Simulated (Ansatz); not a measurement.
How far each method lies from full CI for [CH3···H···H], doublet

Geometry: a point of a hydrogen-transfer path between rigid fragments, not a stationary point.

```xyz
6

C    -0.1390    0.0000    0.0000
H    -0.5022    1.0273    0.0000
H    -0.5022   -0.5137    0.8897
H    -0.5022   -0.5137   -0.8897
H     0.9506    0.0000    0.0000
H     2.2130    0.0000    0.0000
```

Basis 6-31G; Ansatz 0.2.0. Only valence electrons are correlated (noble-gas cores frozen), which leaves 9 electrons in 18 orbitals. Prefix R: restricted or restricted open-shell reference; prefix U: unrestricted. Active spaces: valence = (9e, 9o) chosen from the atoms' valence shells; pair = (3e, 3o) about the gap.

Full CI is exact within this basis and frozen core; it isn't the basis-set limit. The frozen core follows each run's orbitals, which can shift R against U totals by a few meV.

For open shells CISD is restricted-active-space CI with the open shells as a complete middle space.

- UHF ⟨S²⟩: 0.756
- T1 diagnostic (RCCSD): 0.0133
- largest doubles amplitude (RCCSD): 0.045
- T1 diagnostic (UCCSD): 0.0067

| level | E − E(RHF) (eV) |
| --- | --- |
| UHF | -0.0476 |
| RMP2 | -2.7709 |
| UMP2 | -2.7768 |
| RCCSD | -3.3158 |
| UCCSD | -3.3162 |
| RCCSD(T) | -3.3628 |
| UCCSD(T) | -3.3628 |

(1) Estimate how far full CI in 6-31G lies from RCCSD(T). The table doesn't fix it; the size of (T) and the diagnostics are the guide.

(1) Full CI in 6-31G lies 0.9 kJ/mol below RCCSD(T), which is 19 % of the (T) step (-4.5 kJ/mol). The diagnostics are small and one determinant leads, so the series closes fast and only a small part of (T) is left.

The other levels:

```
                   level  E − E(full CI) (kJ/mol)  share of correlation (%)  wall time
                    CISD                     18.4                     94.33     0.36 s
                 BCCD(T)                      0.9                     99.73     0.33 s
                  RCCSDT                      0.3                     99.92          –
                  UCCSDT                      0.3                     99.92          –
               RCCSDT(Q)                      0.0                    100.00      2.3 s
               UCCSDT(Q)                      0.0                    100.00      1.9 s
                 RCCSDTQ                      0.0                     99.99       21 s
     CASSCF (pair space)                    282.7                     13.12          –
     NEVPT2 (pair space)                     49.7                     84.71     0.18 s
  CASSCF (valence space)                    104.7                     67.81          –
  NEVPT2 (valence space)                     24.6                     92.45      2.2 s
  MRCISD (valence space)                      2.1                     99.36          –
MRCISD+Q (valence space)                      0.2                     99.94      3.3 s
```

The correlation energy at full CI, counted from RHF, is -3.372 eV. That run took 61 s on 1 thread of Intel Xeon 6975P-C, shared host over 13,106,016 determinants.

Times hold each run's SCF and search for its determinant on a shared host, so for small cases they say little of a method's own cost; they ran on 1 thread of Intel Xeon 6975P-C.

The full-CI state has the irrep A' of Cs, in the program's axes (one component, if the state is degenerate).

Natural occupations of full CI about the gap: 1.981 1.968 1.968 1.968 1.000 0.023 0.023 0.022 0.020 0.006; effectively unpaired electrons, Σ n²(2−n)², 1.02.
